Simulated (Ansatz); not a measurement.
Rock-salt SnTe (cubic form, which distorts at low temperature), treated with Hartree–Fock in Ansatz (PAW).

Run with plane-wave cutoff 520 eV, 8×8×8 k mesh, scalar-relativistic PAW data made under PBE.

Cell (relaxed at this level):

```
CELL_PARAMETERS angstrom
      0.00000     3.33223     3.33223
      3.33223     0.00000     3.33223
      3.33223     3.33223     0.00000
ATOMIC_POSITIONS crystal
  Sn 0.00000 0.00000 0.00000
  Te 0.50000 0.50000 0.50000
```

Problem. Predict the elastic constant C44, Poisson ratio, Young modulus, elastic constant C11 and elastic constant C12.

Solution. 
- elastic constant C44: 19.3 GPa
- Poisson ratio: 0.211
- Young modulus: 61.3 GPa
- elastic constant C11: 85.6 GPa
- elastic constant C12: 10.2 GPa

Measured, for comparison: elastic constant C44 9.69 GPa, elastic constant C11 109 GPa, elastic constant C12 2.1 GPa (temperature not stated, no zero-point or thermal correction; as tabulated in Oses et al. (2018), arXiv:1811.08464). Computed (rounded) less measured: elastic constant C44 +99 %, elastic constant C11 -21 %, elastic constant C12 +386 %.

Note: symmetry holds this phase in the static calculation, where it need not be a minimum.

Elastic constants are with the ions relaxed.

Spin–orbit coupling is not included.

Static lattice: no zero-point or thermal effects.

Ansatz is an electronic-structure program.
